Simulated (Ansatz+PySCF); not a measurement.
Results of a calculation; reference values are marked as such.
Input for PySCF 2.14.0:

```python
from pyscf import gto, scf

mol = gto.M(atom="""
S 0.000000 0.000000 -1.028140
S 0.000000 0.000000 1.028140
""", basis='def2-svp', charge=0, spin=2)
mf = scf.UHF(mol)
mf.kernel()
print(mf.converged, mf.e_tot, mf.spin_square()[0])
```

The script is written out from the run's settings.

Results

```yaml
Converged: yes
Total_energy: -794.78346 hartree
Spin_squared_of_the_determinant: 2.026
Cycles: 9
```

This is not the lowest solution: another run reaches a determinant 0.09 eV lower.
